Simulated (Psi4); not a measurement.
Psi4 input (wB97X-D/6-31G*):

```
memory 1500 MB

molecule {
0 2
O    -0.00000000   -0.00000000   -0.71416636
F     0.00000000    0.00000000    0.63481454
symmetry c1
no_reorient
no_com
}

set {
  basis 6-31G*
  reference uks
  scf_type pk
  dft_radial_points 99
  dft_spherical_points 590
  e_convergence 1e-8
  d_convergence 1e-7
  maxiter 150
}

e = energy('wb97x-d')
print_out(f'\nFINAL {e:.10f} DIPOLE {variable("CURRENT DIPOLE")[0]:.6f} {variable("CURRENT DIPOLE")[1]:.6f} {variable("CURRENT DIPOLE")[2]:.6f}\n')
```

**Question.** Predict the final energy.

**Answer.** -174.81717 Eh.
